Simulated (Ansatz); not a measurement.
# H4Si: the cost of one run

Computed with Ansatz 0.2.0, Gaussian basis. Level: the settings change from run to run.

20 further runs of the same task are left out: 6 for a known fault of the program, 3 that didn't finish, 11 set aside as unsound or not needed.

### 1 What is computed

The geometry is a PBE0/def2-TZVP stationary point (not a proven minimum).

5 atoms, charge 1, spin multiplicity 2.

Atoms are counted from 1 here; the program's logs count them from 0.

Bond lengths: Si1–H2 1.538 Å, Si1–H3 1.538 Å, Si1–H4 1.538 Å, Si1–H5 1.538 Å. Angles: H2–Si1–H3 90.0°, H2–Si1–H4 90.0°, H2–Si1–H5 180.0°, H3–Si1–H4 180.0°, H3–Si1–H5 90.0°, H4–Si1–H5 90.0°.

### 2 CISD/x2c-TZVPPall

in.yaml reads:

```yaml
crystal:
  periodic: [false, false, false]
  atoms:
    - {symbol: Si, position_ang: [0.000000, 0.000000, 0.000000]}
    - {symbol: H, position_ang: [-0.011166, 1.090859, 1.083779]}
    - {symbol: H, position_ang: [-0.016843, -1.083830, 1.090736]}
    - {symbol: H, position_ang: [0.016843, 1.083830, -1.090736]}
    - {symbol: H, position_ang: [0.011166, -1.090859, -1.083779]}
basis:
  gaussian: {orbitals: x2c-TZVPPall}
total_charge: 1
magnetization: {spin_polarized: false, initial_magnetization: 1}
correlation: {active_space: {ras: {orbitals: [3, 1, 89], electrons: 7, max_holes: 2, max_particles: 2}, fixed_orbitals: true}}
```

Command:

```sh
$ ansatz run in.yaml --threads 1 --pin off --events-out ev --progress --plain --max-ram 2393MiB
```

Q: Estimate wall time and peak memory on 1 thread of Arm Neoverse V1, shared host.

About 7.5 s, with a peak of 0.3 GiB.
